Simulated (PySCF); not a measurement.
Fluoromethylsilane, CH5FSi.
SMILES: `[SiH2](C)F`

Jobs on this species (8 atoms, 34 electrons) with PySCF (density fitting). Hardware of each: Intel Xeon 6975P-C, one thread, on a shared host. The host was shared with other jobs, so the times are rough. Peak memory is the resident size of the whole Python process, interpreter and libraries included.

Question: Rank these jobs by wall time, shortest first.
A. PBE0-D3(BJ)/def2-SVP, grid level 1; geometry optimisation from a GFN2-xTB start shaken at random; 71 basis functions
B. CAM-B3LYP/def2-SVPD; 10 singlets by full TDDFT, 4 Tamm–Dancoff triplets, polarisability, ΔSCF ions; 107 basis functions
C. PBE/pcSseg-2; shieldings; 185 basis functions

Answer: A (5.5 s), C (12 s), B (22 s).

All jobs:

```tsv
level and settings	work	basis functions	SCF cycles	wall time	peak memory
PBE0/pcSseg-1	shieldings, charges and field gradients	83	12	4.9 s	0.38 GiB
PBE0-D3(BJ)/def2-SVP, grid level 1	geometry optimisation from a GFN2-xTB start shaken at random	71	29	5.5 s	0.30 GiB
delta-SCF UKS SCAN, pcX-2 on the ionised atom, pcseg-1 elsewhere, spin-free X2C	ΔSCF core ionisation, 4 holes	113	52	8.1 s	0.34 GiB
PBE/pcSseg-2	shieldings	185	13	12 s	0.56 GiB
CAM-B3LYP/def2-SVPD	10 singlets by full TDDFT, 4 Tamm–Dancoff triplets, polarisability, ΔSCF ions	107	12	22 s	0.47 GiB
```

Question: What do all jobs in the table cost together?

Answer: About 52 s; the longest takes about 42 % of that, and about 4.5 times as long as the shortest.
